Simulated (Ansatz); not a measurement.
Results of PBE0 (PAW; Ansatz, a program for electronic structure) for diamond-structure Si.

Numerical settings: plane-wave cutoff 460 eV, 8×8×8 k mesh, Fermi–Dirac smearing 0.01 eV, scalar-relativistic PAW data made under PBE.

Cell (measured lattice):

```
CELL_PARAMETERS angstrom
      0.00000     2.71500     2.71500
      2.71500     0.00000     2.71500
      2.71500     2.71500     0.00000
ATOMIC_POSITIONS crystal
  Si 0.00000 0.00000 0.00000
  Si 0.25000 0.25000 0.25000
```

Problem. Predict the band gap, smallest direct gap on the k points sampled and width of the whole s-p valence band.

Solution. 
- band gap: 1.76 eV (indirect)
- smallest direct gap on the k points sampled: 3.96 eV
- width of the whole s-p valence band: 13.41 eV

Note: cell and atoms aren't relaxed at this level (pressure 0.4 GPa).

Static lattice: no zero-point or thermal effects.

Computing time: about 70 core-seconds (a rough figure).
